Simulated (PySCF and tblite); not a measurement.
Values are calculated unless marked as measured or tabulated.
C4H10S, numbered as in [CH3:1][CH2:2][S:3][CH2:4][CH3:5]. The ensemble was built from 90 distance-geometry starts (ETKDG and KDG, MMFF94s, GFN2-xTB) and rests on PBE0-D3(BJ)/def2-SVP geometries. Weights use PBE0-D3(BJ)/def2-SVP energies plus GFN2-xTB zero-point and thermal terms (modes under about 100 cm⁻¹ blended into free rotors). Symmetry numbers and mirror images are counted. Conformers within 3 kcal/mol (GFN2-xTB free energy) were kept, 6 at most. GIAO shieldings: KT2/pcSseg-1. Shifts are against TMS (¹H), TMS (¹³C) at the same level. (PySCF 2.14, tblite 0.8.)

Torsions listed: C1–C2–S3–C4, C2–S3–C4–C5. Of a mirror pair one member is shown.

```csv
conformer,shape,point group,mirror pair,ΔE(DFT),Δ(G−E) at 298.15 K,δ C2/C4 (ppm)
1,"73°, 73°",C2,yes,0.00,0.00,27.8
2,"175°, 71°",C1,yes,0.52,-0.20,33.9
3,"97°, -67°",C1,yes,0.90,0.19,36.9
4,"180°, 180°",C2v,no,0.93,-0.24,36.0
```

Energies in kcal/mol; the thermal term leaves out symmetry numbers and mirror images.

(1) Work out the weights at 298.15 K and the ¹³C shift of C2/C4 under fast exchange.

Answers

(1) RT = 0.592 kcal/mol. Each conformer gets RT ln(σ/g), with σ the rotational symmetry number and g = 2 for a mirror pair: 1: σ = 2, g = 2, G = 0.00 + 0.00 + 0.00 = 0.00, 0.09 above the lowest, exp(−ΔG/RT) = 0.858; 2: σ = 1, g = 2, G = 0.52 − 0.20 − 0.41 = -0.09, 0.00 above the lowest, exp(−ΔG/RT) = 1.000; 3: σ = 1, g = 2, G = 0.90 + 0.19 − 0.41 = 0.67, 0.76 above the lowest, exp(−ΔG/RT) = 0.276; 4: σ = 2, g = 1, G = 0.93 − 0.24 + 0.41 = 1.10, 1.19 above the lowest, exp(−ΔG/RT) = 0.134. The sum is 2.267, so the weights are 37.8, 44.1, 12.2, 5.9 %. The averaged shift is 32.1 ppm. At 298.15 K the leading conformer alone gives 33.9 ppm and bare DFT energies give 31.2 ppm.
